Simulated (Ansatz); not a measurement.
**Setting up CF2 in Ansatz**

The species is CF2 (3 atoms), meant as a singlet with charge 0.

```csv
atom,x (Å),y (Å),z (Å)
F,1.8833,3.5491,0.0400
C,1.6638,2.2923,0.3772
F,1.5292,2.0015,1.6575
```

Settings wanted:

| Setting | Value |
| --- | --- |
| basis set | def2-SVPD |
| integral approximation | automatic |
| task | energy |
| method | DFT |
| functional | BLYP |
| dispersion | D3(BJ) |
| reference | RKS |
| accuracy | medium |

Problem. Write the Ansatz 0.2.0 input and the command.

Solution. One that was run (others would do as well):

molecule.yaml:
```yaml
basis:
  gaussian:
    orbitals: def2-SVPD
crystal:
  periodic: [false, false, false]
  atoms:
    - symbol: F
      position_ang: [1.883300, 3.549140, 0.040030]
    - symbol: C
      position_ang: [1.663760, 2.292350, 0.377190]
    - symbol: F
      position_ang: [1.529200, 2.001470, 1.657530]
hamiltonian:
  xc: {name: BLYP}
  dispersion: d3bj
```

```bash
$ ansatz run molecule.yaml --threads 1 --pin off --max-ram 2610MiB --events-out events.jsonl --progress --plain --runs-dir runs
```

Calculated total energy: -237.50377 Eh.
